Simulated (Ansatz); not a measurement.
## Ansatz (development build ahead of 0.2.0) run

```yaml
crystal:
  periodic: [false, false, false]
  atoms:
    - { symbol: "N", position_ang: [0.0, 0.39321, -0.35545] }
    - { symbol: H, position_ang: [0.0, 1.19822, 0.2123] }
    - { symbol: O, position_ang: [0.0, -0.49383, 0.28448] }
basis:
  gaussian: { orbitals: def2-TZVP }
hamiltonian:
  xc: hf
correlation:
  method: mp2
  frozen_orbitals: { H: 0, "N": 1, O: 1 }
```

The input is written out in the form of the current development build from the run's settings.

The run gave:

```
Converged                       : yes
Reference energy                : -129.83145 hartree
Correlation energy              : -0.41066 hartree
Total energy                    : -130.24211 hartree
Spin squared of the determinant : 0.000
```

Caution: no unrestricted run beside it, a lower state can exist.
